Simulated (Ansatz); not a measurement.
Results of LDA in Ansatz (plane waves, PAW) for B20 (FeSi-type) FeSi.

Settings: plane-wave cutoff 520 eV, 8×8×8 k mesh, Fermi–Dirac smearing 0.01 eV, no spin polarisation, scalar-relativistic PAW data made under PBE.

Starting structure:

```yaml
crystal:
  lattice:
    - [4.49000, 0.00000, 0.00000]
    - [0.00000, 4.49000, 0.00000]
    - [0.00000, 0.00000, 4.49000]
  atoms:
    - { symbol: Fe, position: [0.86300, 0.63700, 0.36300] }
    - { symbol: Fe, position: [0.36300, 0.86300, 0.63700] }
    - { symbol: Fe, position: [0.13700, 0.13700, 0.13700] }
    - { symbol: Fe, position: [0.63700, 0.36300, 0.86300] }
    - { symbol: Si, position: [0.15700, 0.34300, 0.65700] }
    - { symbol: Si, position: [0.65700, 0.15700, 0.34300] }
    - { symbol: Si, position: [0.84300, 0.84300, 0.84300] }
    - { symbol: Si, position: [0.34300, 0.65700, 0.15700] }
```

**Question.** Into what structure does the relaxation of cell and atoms lead at this level, with the symmetry of the start kept?

**Answer.** The volume shrinks by 7.9 %; final space group P2_13.
```yaml
crystal:
  lattice:
    - [4.36886, 0.00000, 0.00000]
    - [0.00000, 4.36886, 0.00000]
    - [0.00000, 0.00000, 4.36886]
  atoms:
    - { symbol: Fe, position: [0.86320, 0.63680, 0.36320] }
    - { symbol: Fe, position: [0.36320, 0.86320, 0.63680] }
    - { symbol: Fe, position: [0.13680, 0.13680, 0.13680] }
    - { symbol: Fe, position: [0.63680, 0.36320, 0.86320] }
    - { symbol: Si, position: [0.15919, 0.34081, 0.65919] }
    - { symbol: Si, position: [0.65919, 0.15919, 0.34081] }
    - { symbol: Si, position: [0.84081, 0.84081, 0.84081] }
    - { symbol: Si, position: [0.34081, 0.65919, 0.15919] }
```

Ansatz is a program for electronic structure.
